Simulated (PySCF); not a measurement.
One molecule, a ladder of functionals, a line

Molecule: SMILES Cn1cnnc1, C$_{3}$H$_{5}$N$_{3}$.

Molfile (atoms numbered from 1):
```
C3H5N3
     RDKit          3D

 11 11  0  0  0  0  0  0  0  0999 V2000
   -1.4248    0.1722   -0.0270 C   0  0  0  0  0  0  0  0  0  0  0  0
    0.0065    0.0079    0.0087 N   0  0  0  0  0  0  0  0  0  0  0  0
    0.9519    0.7246   -0.6623 C   0  0  0  0  0  0  0  0  0  0  0  0
    2.1466    0.2645   -0.4036 N   0  0  0  0  0  0  0  0  0  0  0  0
    2.0061   -0.7809    0.4521 N   0  0  0  0  0  0  0  0  0  0  0  0
    0.7304   -0.9257    0.6889 C   0  0  0  0  0  0  0  0  0  0  0  0
   -1.6861    1.2378    0.0324 H   0  0  0  0  0  0  0  0  0  0  0  0
   -1.8548   -0.2502   -0.9479 H   0  0  0  0  0  0  0  0  0  0  0  0
   -1.8709   -0.3393    0.8356 H   0  0  0  0  0  0  0  0  0  0  0  0
    0.7160    1.5639   -1.3158 H   0  0  0  0  0  0  0  0  0  0  0  0
    0.2792   -1.6748    1.3389 H   0  0  0  0  0  0  0  0  0  0  0  0
  1  2  1  0
  2  3  1  0
  3  4  2  0
  4  5  1  0
  5  6  2  0
  6  2  1  0
  1  7  1  0
  1  8  1  0
  1  9  1  0
  3 10  1  0
  6 11  1  0
M  END
```

GIAO shieldings (ppm, equivalent atoms averaged) in PySCF 2.14.0 with density-fitted response routines on the PBE0-D3(BJ)/def2-SVP geometry, basis pcSseg-2, gas phase, non-relativistic:

```tsv
functional	exact exchange (%)	σ(C1)	σ(N2)
BLYP	0	143.7	64.9
BP86	0	147.7	69.9
PBE	0	148.2	70.0
B3LYP	20	147.9	70.0
mPW1PW91	25	152.0	75.2
BHandHLYP	50	153.4	78.9
HF	100	161.6	97.7
```

Task: Fit each shielding as a line in the percentage of exact exchange.

Result: σ(C1) = 146.5 + 0.15 x (rms 1.6 ppm); σ(N2) = 67.2 + 0.29 x (rms 2.4 ppm). The functionals also differ in their semilocal parts, which the line can't hold; Hartree–Fock has no correlation at all.

Task: What does the line predict for PBE0 (25 %), and what does the run give?

Result: σ(C1): 150.2 predicted, 152.8 computed; σ(N2): 74.5 predicted, 76.1 computed ppm.
